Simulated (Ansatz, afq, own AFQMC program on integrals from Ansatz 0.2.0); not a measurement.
Two steps: Ansatz 0.2.0 writes the Fock matrix and Cholesky factors of the valence space, and afq projects on them the lowest state that overlaps trial and start.

```yaml
crystal:
  periodic: [false, false, false]
  atoms:
    - {symbol: B, position_ang: [0.000000, 0.000000, 0.000000]}
    - {symbol: S, position_ang: [0.000000, 0.000000, 1.607700]}
basis:
  gaussian: {orbitals: 6-31G}
magnetization: {spin_polarized: true, initial_magnetization: 1}
correlation: {method: ccsd_t, electrons: outside_noble_gas, hamiltonian_folder: ham}
```

```sh
$ ansatz run in.yaml --threads 1 --pin off --events-out ev --progress --plain --max-ram 16896MiB --backend cuda --devices 0, --max-vram 18GiB
```

afq runs on the folder ham with

```
--method phaseless --trial cisd --walkers 4000 --populations 20 --least-time 60 --time-step 0.005 --steps-per-block 50 --equilibration-blocks 28 --max-blocks 4000 --target-error 0.00018 --factor-cut 1e-05 --start spin_pure --seed 5789 --release-times 0.24,0.51,0.99,1.62,2.4 --release-step 0.03 --release-every 3 --taylor-order 6
```

Times are imaginary, in 1/Eh. The walk had a cap of 122 s. With eight or more populations the least sampling time is a fifth of least-time, and the error comes from their spread.

Log:

```
orbitals 16  electrons 5 4  factors 92 of 266
reference energy -422.10773764 Eh
CCSD correlation -0.10838825 Eh in 13 cycles, weight of the determinant in the CISD state 0.8905
energy of the start -422.214099 Eh
 block  time / (1/Eh)  mean weight  energy / Eh
     1     0.250  1.0000  -422.214718
     2     0.500  1.0000  -422.216286
     3     0.750  1.0000  -422.217501
     4     1.000  1.0000  -422.218785
     5     1.250  1.0000  -422.219133
    10     2.500  1.0000  -422.221342
    15     3.750  1.0000  -422.222495
    20     5.000  1.0000  -422.222013
    25     6.250  1.0001  -422.222695
    27     6.750  1.0001  -422.223961
    30     7.500  0.9999  -422.222596
    35     8.750  1.0000  -422.223120
    40    10.000  0.9999  -422.222367
    45    11.250  1.0000  -422.223332
    50    12.500  0.9999  -422.222593
    55    13.750  1.0001  -422.221676
    60    15.000  1.0000  -422.222769
    65    16.250  0.9999  -422.223644
    70    17.500  0.9999  -422.222404
    74    18.500  1.0001  -422.220908
    75    18.750  1.0001  -422.221935
    78    19.500  0.9999  -422.222559
error from the spread of 20 populations
released: time / (1/Eh)  energy / Eh  error  mean overlap
  0.24  -422.222230  0.000452  0.9995
  0.51  -422.222776  0.000087  0.9990
  0.99  -422.222835  0.000105  0.9990
  1.62  -422.223020  0.000089  0.9975
  2.40  -422.222582  0.000517  0.9963
energy -422.222569 +/- 0.000098 Eh
(rows thinned)
```

The run passed its tests (sampling time, drift between the halves within three errors, error under three times the target), which doesn't prove that it has relaxed. The second half of the sampling lies above the first by 2.2 errors of their difference, so the energy may still be moving and its error bar be too small.

Against this walk (error 2.7 meV) on the same determinant: CCSD(T) 30.0 meV higher, CCSDT(Q) 16.3 meV lower, CCSDTQ 12.9 meV lower, full CI 11.7 meV lower. The error is statistical and leaves out the bias of the constraint. The determinant has ⟨S²⟩ = 0.88, so the low cluster orders mix in higher spin, while the walk starts as a pure doublet. The released energies have errors that jump between times, so the bars are unsure (meV from the phaseless value at times in 1/Eh: 9 ± 12 at 0.24, -5.6 ± 2.4 at 0.51, -7 ± 3 at 0.99, -12.3 ± 2.4 at 1.62, 0 ± 14 at 2.40), so they give no level; they do show a bias of the constraint, and the last of them that isn't too noisy lies 1 meV below full CI. Full CI is exact here, so the walk's 12 meV above it is the walk's own error: the bias of the constraint with this trial, or a walk that hasn't relaxed.

Cautions: constraint bias not in the error; unrestricted determinant spin contaminated (⟨S²⟩ 0.88 against 0.75).

The walk took 24 s on 1 × NVIDIA H100 80GB HBM3 with 2 threads of AMD EPYC 7R13 Processor (Zen 3) (shared host) (the card was shared). The log's last line is the phaseless energy.

CCSDT and higher add their correlation energy to the determinant of the CCSD(T) run, since their own runs factorise the integrals more tightly (a shift of under 2 meV). A walk keeps the symmetry of its determinant, which the program's search chose and which needn't be the lowest solution, so a lower state of the same spin and another symmetry isn't excluded.
